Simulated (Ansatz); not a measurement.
A made-up structure of MgH3O (charge +1), singlet:

```
5
angstrom
O -0.2132 -0.8525 0.1955
Mg 0.2609 1.0410 -0.2406
H 0.8888 2.5286 0.3522
H -0.1944 -1.6080 -0.4084
H 0.6532 2.6123 -0.5987
```

It is relaxed with PBE-D4/def2-SVP and then PBE0-D4/def2-TZVP (Ansatz 0.2.0). Atoms count as bonded within 1.22 times the sum of their covalent radii (H–H: 0.88 Å). The end point is not checked to be a true minimum.

**Question.** Does its bonding change? (Judge from chemistry; the calculation decides.)

**Answer.** The calculation gives: Yes. Formed: H3–H5; broken: none.

Where it ends: The first stage lowers the energy by 1.47 eV in 10 steps. It ends as MgH₃O ([OH][Mg]1[H][H]1), total charge +1:
```
5
angstrom
O -0.1220 -0.8603 -0.1673
Mg 0.2911 0.7892 -0.1406
H 1.0706 2.7125 0.1441
H -0.3512 -1.7822 -0.1852
H 0.5067 2.8623 -0.3511
```

Labels in which every atom is bracketed show which atoms are joined, not bond orders.

For scale, one of the runs: PBE0-D4/def2-TZVP relaxation, 81 basis functions, launched by `ansatz run in.yaml --threads 2 --pin off --events-out ev --progress --plain --max-ram 4352MiB`. Hardware: 2 CPU threads of an Arm Neoverse V1, shared host. Wall time about 11 s.
